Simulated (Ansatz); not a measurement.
Wavefunction ladder for AlCl, SMILES `[Al][Cl]`

```xyz
2

Al    0.356   -0.979    0.256
Cl   -0.356    0.979   -0.256
```

Charge 0, multiplicity 1. All single points use the PBE0-D4/def2-TZVP geometry. Frozen core, restricted reference, the Gaussian-basis code of Ansatz. CBS rows extrapolate triple and quadruple zeta.

```csv
basis,HF (Eh),MP2 corr.,CCSD corr.,(T),CCSD(T) total
def2-SVP,-701.25541,-0.17501,-0.19860,-0.00441,-701.45842
def2-TZVPP,-701.49864,-0.24171,-0.26805,-0.01115,-701.77784
def2-QZVPP,-701.51767,-0.26617,-0.29021,-0.01335,-701.82123
CBS(def2),-701.52029,-0.28429,-0.30662,-0.01498,-701.84189
cc-pV(D+d)Z,-701.48855,-0.18173,-0.20714,-0.00510,-701.70079
cc-pV(T+d)Z,-701.51186,-0.24169,-0.26817,-0.01117,-701.79120
cc-pV(Q+d)Z,-701.51704,-0.26525,-0.28952,-0.01330,-701.81986
CBS(cc),-701.51860,-0.28201,-0.30472,-0.01481,-701.83813
```
